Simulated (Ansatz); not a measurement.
Geometry optimisation, RKS PBE0-D4/def2-SVP (Ansatz).

input.yaml

```yaml
crystal:
  periodic: [false, false, false]
  atoms:
    - { symbol: C, position_ang: [-1.6329, -0.2164, -0.7505] }
    - { symbol: O, position_ang: [-0.331, 0.0349, -1.1474] }
    - { symbol: C, position_ang: [0.4513, 0.0694, -0.1313] }
    - { symbol: C, position_ang: [0.7559, 0.0077, 1.1623] }
    - { symbol: C, position_ang: [1.8331, 0.2089, 0.2754] }
    - { symbol: H, position_ang: [-2.2935, -0.1684, -1.6706] }
    - { symbol: H, position_ang: [-2.0118, 0.6449, -0.1178] }
    - { symbol: H, position_ang: [-1.7633, -1.119, -0.2631] }
    - { symbol: H, position_ang: [0.3275, -0.1086, 2.1979] }
    - { symbol: H, position_ang: [2.4932, -0.6216, 0.1647] }
    - { symbol: H, position_ang: [2.2368, 1.211, 0.3011] }
basis:
  gaussian: { orbitals: def2-SVP }
hamiltonian:
  xc: pbe0
  dispersion: d4
relax:
  f_tol: 0.02
  max_steps: 50
```

Launched with:

```bash
$ ansatz run input.yaml --threads 2 --pin off --max-ram 3072MiB --backend cpu --events-out ev --progress --plain --runs-dir out
```

**Question.** Where does it end, and by what steps?

**Answer.** It converged. After 6 steps the energy has fallen by 0.691 eV; H11 moved furthest, 0.12 Å.

```
step  energy less start (eV)  largest force component (eV/Å)  accepted
   0                  0.0000                           5.286       yes
   1                 -0.5913                           2.049       yes
   2                 -0.6778                           0.623       yes
   3                 -0.6861                           0.443       yes
   4                 -0.6883                           0.322       yes
   5                 -0.6906                           0.060       yes
   6                 -0.6907                           0.016       yes
```

```xyz
11
Properties=species:S:1:pos:R:3
C -1.707 -0.178 -0.784
O -0.345 0.027 -1.108
C 0.460 0.060 -0.067
C 0.675 -0.001 1.214
C 1.877 0.225 0.298
H -2.265 -0.181 -1.729
H -2.082 0.631 -0.136
H -1.847 -1.142 -0.269
H 0.361 -0.122 2.244
H 2.591 -0.597 0.113
H 2.347 1.222 0.244
```

Time of the run: 14 s on 2 threads of Arm Neoverse V2 (shared host), peak memory 0.2 GiB.
